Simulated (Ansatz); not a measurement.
Graphite: PBE at its full settings (plane-wave cutoff 520 eV, 24×24×8 k mesh (along the axes of the cell as run), Fermi–Dirac smearing 0.05 eV, scalar-relativistic PAW data made under PBE) and at cheaper ones, in a cell of 4 atoms with Γ-centred meshes.

| level and setting | equilibrium lattice constant a (Å) | c axis length (Å) | bulk modulus B0 (GPa) |
|---|---|---|---|
| PBE (Ansatz) | 2.467 | 8.718 | 1.5 |
| PBE (2×2×2 k mesh) (Ansatz) | ___ | ___ | ___ |
| PBE (4×4×4 k mesh) (Ansatz) | 2.465 | 8.764 | 1.5 |
| PBE (6×6×6 k mesh) (Ansatz) | 2.468 | 7.946 | 3.5 |
| PBE (Fermi-Dirac smearing of 0.3 eV) (Ansatz) | 2.467 | 8.741 | 1.5 |

Problem. What belongs in the gaps?

Solution. 
- PBE (2×2×2 k mesh) (Ansatz, an electronic-structure program), equilibrium lattice constant a (Å): 2.505
- PBE (2×2×2 k mesh) (Ansatz), c axis length (Å): 5.480
- PBE (2×2×2 k mesh) (Ansatz), bulk modulus B0 (GPa): 79.5

Largest shifts from the full settings: lattice constant a +1.54 % (PBE (2×2×2 k mesh)), against a difference of +0.24 % of the full result from the reference 2.461 Å (measured, 300 K, not corrected to a static lattice, sources range from 2.456 to 2.461; as tabulated in Wikipedia's data pages); lattice parameter c -37 % (PBE (2×2×2 k mesh)), against a difference of +31 % of the full result from the reference 6.67 Å (measured, low temperature, not corrected to a static lattice; as tabulated in Berland et al. (2010), arXiv:1007.3305); bulk modulus +5200 % (PBE (2×2×2 k mesh)), against a difference of -96 % of the full result from the reference 33.8 ± 0.3 GPa (measured, room temperature, not corrected to a static lattice, sources range from 33.8 to 35.8; as tabulated in Ouyang et al. (2019), arXiv:1912.06187).

Caveats: the cell comes from a level without a dispersion term, which matters for the spacing of layers, chains or molecules (PBE, PBE (2×2×2 k mesh), PBE (4×4×4 k mesh), PBE (6×6×6 k mesh), PBE (Fermi-Dirac smearing of 0.3 eV)). Ansatz's density-functional and Hartree–Fock values are scalar-relativistic unless marked +SOC, with PAW data made under PBE.

Run with cheap settings on purpose, which may leave them unconverged: PBE (2×2×2 k mesh), PBE (4×4×4 k mesh), PBE (6×6×6 k mesh), PBE (Fermi-Dirac smearing of 0.3 eV).
